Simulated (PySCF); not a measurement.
# SiH2OF (SMILES O[SiH]F): U-wB97X-V/STO-3G

What is the vertical doublet–quartet gap of SiH2OF at U-wB97X-V/STO-3G? Input form: a Python script.

The calculation is run with PySCF 2.14.0.

12 further runs of the same task are left out: 1 that didn't finish, 11 set aside as unsound or not needed.

**1. The structure to begin with**

The species is SiH2OF (5 atoms), meant as a doublet with charge 0. As SMILES, `O[SiH]F`. The shape is that of a PBE0-D4/def2-TZVP optimisation. This is one conformer, not always the lowest.

Bond lengths: O1–Si2 1.636 Å, Si2–F3 1.603 Å, O1–H4 0.959 Å, Si2–H5 1.490 Å. Angles: O1–Si2–F3 110.5°, O1–Si2–H5 105.3°, F3–Si2–H5 107.6°, Si2–O1–H4 119.2°.

**2. A single-point energy at U-wB97X-V/STO-3G**

Contents of job.py:

```python
from pyscf import gto, dft

mol = gto.M(
    atom='''
O     -1.162560    -1.671652    -0.522131
Si     0.536493     0.464306     0.931824
F      0.391173     3.111434    -0.534981
H     -2.956477    -1.445829    -0.638727
H      3.191369    -0.458448     0.764205
''',
    verbose=3,
    unit='bohr',
    basis='sto-3g',
    spin=1,
    charge=0,
    max_memory=1860,
)

ks = dft.UKS(mol, xc='wb97x-v')
ks.nlcgrids.level = 1
ks.grids.level = 5
ks.conv_tol = 1e-10
ks.kernel()
if not ks.converged:
    ks = ks.newton().run(ks.mo_coeff, ks.mo_occ)

energy = ks.e_tot
print('E(%s) = %.9f' % ('WB97X-V', energy))
```

Run with:

```sh
OMP_NUM_THREADS=1 python job.py
```

Output:

```text
WARN: HOMO -0.118340566186176 >= LUMO -0.11834056618618

converged SCF energy = -459.765134206368  <S^2> = 0.75229358  2S+1 = 2.0022923
E(WB97X-V) = -459.765134206
```

Wall time 26 s (1 thread of Arm Neoverse V1, shared host); peak memory 0.21 GiB.

**3. The quartet at the same level**

Contents of run.py:

```python
from pyscf import gto, dft

mol = gto.Mole()
mol.atom = '''
O     -1.162560    -1.671652    -0.522131
Si     0.536493     0.464306     0.931824
F      0.391173     3.111434    -0.534981
H     -2.956477    -1.445829    -0.638727
H      3.191369    -0.458448     0.764205
'''
mol.max_memory = 1860
mol.basis = 'sto-3g'
mol.unit = 'bohr'
mol.verbose = 4
mol.spin = 3
mol.build()

mf = dft.UKS(mol)
mf.xc = 'wb97x-v'
mf.conv_tol = 1e-10
mf.nlcgrids.level = 1
mf.grids.level = 5
mf.kernel()
if not mf.converged:
    mf = mf.newton().run(mf.mo_coeff, mf.mo_occ)

etot = mf.e_tot
print(f'total energy: {etot:.8f} hartree')
```

Run with:

```sh
OMP_NUM_THREADS=1 python run.py
```

Output:

```text
PySCF version 2.14.0

[INPUT] num. atoms = 5
[INPUT] num. electrons = 33
[INPUT] charge = 0
[INPUT] spin (= nelec alpha-beta = 2S) = 3
[INPUT] symmetry False subgroup None
[INPUT] Mole.unit = bohr
[INPUT] Symbol           X                Y                Z      unit          X                Y                Z       unit  Magmom
[INPUT]  1 O     -0.615200258327  -0.884600142989  -0.276299826315 AA   -1.162560000000  -1.671652000000  -0.522131000000 Bohr   0.0
[INPUT]  2 Si     0.283899869418   0.245700154093   0.493100025388 AA    0.536493000000   0.464306000000   0.931824000000 Bohr   0.0
[INPUT]  3 F      0.206999837127   1.646499966082  -0.283099753475 AA    0.391173000000   3.111434000000  -0.534981000000 Bohr   0.0
[INPUT]  4 H     -1.564500253009  -0.765099757687  -0.337999772399 AA   -2.956477000000  -1.445829000000  -0.638727000000 Bohr   0.0
[INPUT]  5 H      1.688799746437  -0.242600233992   0.404399870471 AA    3.191369000000  -0.458448000000   0.764205000000 Bohr   0.0

nuclear repulsion = 110.136768633119
number of shells = 13
number of NR pGTOs = 63
number of NR cGTOs = 21
basis = sto-3g
ecp = {}

[... 51 lines left out ...]
[... the frontier-level lines of each cycle are left out ...]
[... 11 lines left out ...]
[... 11 lines left out ...]
[... 11 lines left out ...]
[... 11 lines left out ...]
[... 11 lines left out ...]
[... 11 lines left out ...]
[... 11 lines left out ...]
[... 5 lines left out ...]

cycle= 17 E= -459.390938488706  delta_E= -2.44e-08  |g|= 2.29e-05  |ddm|= 0.000659


cycle= 18 E= -459.390938491594  delta_E= -2.89e-09  |g|= 1.46e-05  |ddm|= 0.000211


cycle= 19 E= -459.390938493144  delta_E= -1.55e-09  |g|= 5.28e-06  |ddm|= 0.000151


cycle= 20 E= -459.390938493496  delta_E= -3.52e-10  |g|= 1.28e-06  |ddm|= 0.000103


cycle= 21 E= -459.390938493514  delta_E= -1.74e-11  |g|= 2.94e-07  |ddm|= 3.06e-05


Extra cycle  E= -459.390938493514  delta_E= -2.27e-13  |g|= 1.77e-07  |ddm|= 1.24e-06
converged SCF energy = -459.390938493514  <S^2> = 3.7512407  2S+1 = 4.0006203
total energy: -459.39093849 hartree
```

It took 45 s on 1 thread of Arm Neoverse V1, shared host; peak memory 0.21 GiB.

**4. Summary of results**

Level: U-wB97X-V/STO-3G.

```
                                        quantity          value
                           doublet: total energy  -459.76513 Eh
                          doublet: dipole moment         1.41 D
     doublet: HOMO energy (highest over α and β)       -4.30 eV
      doublet: LUMO energy (lowest over α and β)        4.07 eV
                                   doublet: ⟨S²⟩          0.752
                           quartet: total energy  -459.39094 Eh
                          quartet: dipole moment         1.36 D
                                   quartet: ⟨S²⟩          3.751
vertical energy of the quartet above the doublet      10.182 eV
```

**Reading.** At this shape the quartet lies 10.18 eV (982 kJ/mol) above the doublet. In a minimal basis such a difference can be off by several eV, whatever the method. Mulliken charges (doublet) run from -0.43 on O1 to +0.63 on Si2.
